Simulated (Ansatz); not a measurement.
The same path of CH$_{4}$AlO (7 atoms, charge 0, multiplicity 2) was run twice with different band settings. Lost on the way: C1–H4. Made: C1–Al3, Al3–H4.

Level of theory: UKS PBE-D4/6-31G* in Ansatz 0.2.0.

Relaxed end points:

```xyz
7
Properties=species:S:1:pos:R:3
C -0.523 0.677 -0.042
O -0.420 -0.584 -0.688
Al 0.779 -1.801 -0.413
H -0.471 1.488 -0.794
H 0.278 0.848 0.706
H -1.498 0.755 0.474
H 1.915 -1.452 0.712
```

```xyz
7
Properties=species:S:1:pos:R:3
C -0.785 0.359 0.680
O -0.932 -0.700 -0.145
Al 0.767 -0.392 -0.728
H 0.885 0.312 -2.152
H -0.417 0.191 1.708
H -1.395 1.257 0.492
H 1.937 -1.095 0.098
```

Common settings: spring 5.0 eV/Å²; optimiser quadratic models (default); start path through a guess of the saddle point; force threshold 0.03 eV/Å; iteration limit 60; end points relaxed.

| run | movable images | climbing image |
| --- | --- | --- |
| 1 | 5 | yes |
| 2 | 2 | no |

Q: What does each run give, and how far can it be trusted?

A: Run 1: converged after 28 iterations, highest image 1.354 eV above the first end. The profile has 2 maxima (images 2, 4) with wells between them (image 3): this band takes more than one step, which may be the mechanism or a detour left from its start path. Neighbouring images differ by up to 1.3 eV, so the band resolves the path poorly. A vibrational analysis at the climbing image gives one clearly imaginary mode, 723i cm⁻¹: a first-order saddle point.
Run 2: converged after 22 iterations, highest image 0.779 eV above the first end. No image climbed, so the highest image needn't sit at the top of the path. A band with more images between the same ends climbed to 1.35 eV, so this one has probably stepped over the top. So few images can step over the top or miss a turn of the path.
